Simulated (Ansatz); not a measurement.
Reaction: PH3 (phosphane, SMILES P) → PH3 (parent SMILES P, triplet)
Each species at its own B3LYP-D3(BJ)/def2-TZVP minimum (Ansatz, a quantum-chemistry and plane-wave program).

Total energies in hartree (Ansatz). Open shells are spin-unrestricted; no spin-orbit coupling. Cores are frozen in correlated methods. No relativity. The UHF reference of H3P (parent SMILES P, triplet) is spin-contaminated (<S^2> up to 0.04 over the pure value in the sets run). The spin of H3P (parent SMILES P, triplet) was assumed, and the state is the lowest solution found for it.

| species | HF/cc-pV(T+d)Z | CCSD(T)/cc-pV(T+d)Z | HF/cc-pV(Q+d)Z | CCSD(T)/cc-pV(Q+d)Z | CCSDT(Q)/cc-pV(Q+d)Z |
|---|---|---|---|---|---|
| 1: PH3 (SMILES P) | -342.48995 | -342.69519 | -342.49365 | -342.70959 | -342.71074 |
| 2: PH3 (parent SMILES P, triplet) | -342.38314 | -342.56710 | -342.38695 | -342.58062 | -342.58197 |

Problem. Work out the adiabatic triplet-singlet gap (electronic) in kJ/mol: take Hartree-Fock from cc-pV(Q+d)Z, extrapolate the CCSD(T) correlation energy as X^-3 (X = 3, 4), and add CCSDT(Q) - CCSD(T) in cc-pV(Q+d)Z. 1 hartree = 2625.5 kJ/mol.

Solution. 
Species 1: correlation (64·(-0.21594) - 27·(-0.20524))/37 = -0.22375; step -0.00115; E1 = -342.49365 + (-0.22375) + (-0.00115) = -342.71855
Species 2: correlation (64·(-0.19367) - 27·(-0.18396))/37 = -0.20076; step -0.00135; E2 = -342.38695 + (-0.20076) + (-0.00135) = -342.58906
-1·E1 +1·E2 = 0.12949 hartree = 340.0 kJ/mol.
